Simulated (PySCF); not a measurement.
F2O2S.
Numbering: `[O:1]=[S:2](=[O:3])([F:4])[F:5]`

The closed-shell ground state was solved at several levels (PySCF, density fitting, gas phase, non-relativistic). Isolated species at its PBE0-D3(BJ)/def2-SVP geometry, gas phase.

```json
{"level": "mPW1PW91/pcSseg-2", "basis functions": "187", "HOMO (eV)": "-10.84", "LUMO (eV)": "-0.60", "gap (eV)": "10.24", "dipole (D)": "0.87"}
{"level": "wB97X-D/def2-SVPD", "basis functions": "119", "HOMO (eV)": "-12.81", "LUMO (eV)": "0.70", "gap (eV)": "13.51", "dipole (D)": "0.85"}
```

(1) Estimate the row for PBE0/pcSseg-1, a basis of 92 functions; the other rows only guide the guess.

(2) Over all these levels, which gives the widest orbital gap and which the narrowest?

(3) How far do the dipole and the HOMO energy spread over the levels?

Results:

(1) HOMO -10.72 eV, LUMO -0.63 eV, gap 10.09 eV, dipole 0.79 D.

(2) wB97X-D/def2-SVPD (range-separated hybrid) has the widest, 13.51 eV, and PBE0/pcSseg-1 (global hybrid, 25 % exact exchange) the narrowest, 10.09 eV. Functional and basis both differ between the two, so the spread mixes both effects.

(3) The dipole runs from 0.79 to 0.87 D (mean 0.83 D) and the HOMO from -12.81 to -10.72 eV.
